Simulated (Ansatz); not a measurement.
Process, species as SMILES: [O+]#[Si-] (O-Si) → OSi+ (doublet, bonded as [O+]#[Si-]) + e-
B3LYP-D3(BJ)/def2-TZVP geometries, fixed; electronic energies without zero-point terms.

Basis-set convergence of the adiabatic ionisation energy at PBE with Ansatz (an electronic-structure program). Cartesian d functions, on some or all atoms, in 6-311G**, 6-311+G**; all else is spherical. The program fits the integrals of some runs and decomposes those of others, by size. Open shells are unrestricted. No added dispersion term, no relativity. Functions are those of the species that has most. Reference: the value in aug-cc-pV(5+d)Z, 11.292 eV, itself unsure by roughly 0.001 eV (its mean distance from pcseg-4, aug-pcseg-3, aug-cc-pV(Q+d)Z). Deviations are taken from unrounded values.

```csv
basis,functions,adiabatic ionisation energy (eV)
def2-SVP,32,11.203
def2-SVPD,47,11.357
pcseg-1,32,11.337
aug-pcseg-1,50,11.399
cc-pV(D+d)Z,37,11.199
aug-cc-pV(D+d)Z,55,11.348
6-311G**,45,11.236
6-311+G**,53,11.354
pcseg-2,64,11.284
aug-pcseg-2,96,11.299
def2-TZVP,68,11.269
def2-TZVPD,83,11.299
cc-pV(T+d)Z,69,11.256
aug-cc-pV(T+d)Z,101,11.300
def2-TZVPP,73,11.269
def2-TZVPPD,88,11.298
cc-pV(Q+d)Z,119,11.279
aug-cc-pV(Q+d)Z,169,11.293
pcseg-3,124,11.291
aug-pcseg-3,174,11.293
def2-QZVPP,127,11.285
def2-QZVPPD,142,11.291
cc-pV(5+d)Z,191,11.287
aug-cc-pV(5+d)Z,263,11.292
```

What the diffuse functions change, pair by pair:
- def2-SVP to def2-SVPD: 15 more functions, deviation -0.088 to 0.065 eV
- pcseg-1 to aug-pcseg-1: 18 more functions, deviation 0.046 to 0.108 eV
- cc-pV(D+d)Z to aug-cc-pV(D+d)Z: 18 more functions, deviation -0.093 to 0.057 eV
- 6-311G** to 6-311+G**: 8 more functions, deviation -0.056 to 0.063 eV
- pcseg-2 to aug-pcseg-2: 32 more functions, deviation -0.008 to 0.007 eV
- def2-TZVP to def2-TZVPD: 15 more functions, deviation -0.022 to 0.008 eV
- cc-pV(T+d)Z to aug-cc-pV(T+d)Z: 32 more functions, deviation -0.036 to 0.009 eV
- def2-TZVPP to def2-TZVPPD: 15 more functions, deviation -0.022 to 0.007 eV
- cc-pV(Q+d)Z to aug-cc-pV(Q+d)Z: 50 more functions, deviation -0.013 to 0.001 eV
- pcseg-3 to aug-pcseg-3: 50 more functions, deviation -0.001 to 0.002 eV
- def2-QZVPP to def2-QZVPPD: 15 more functions, deviation -0.006 to -0.001 eV
- cc-pV(5+d)Z to aug-cc-pV(5+d)Z: 72 more functions, deviation -0.004 to 0.000 eV

Leaving out the reference's own pair, they bring the value nearer the reference by more than 0.001 eV in 7 of 11 pairs.
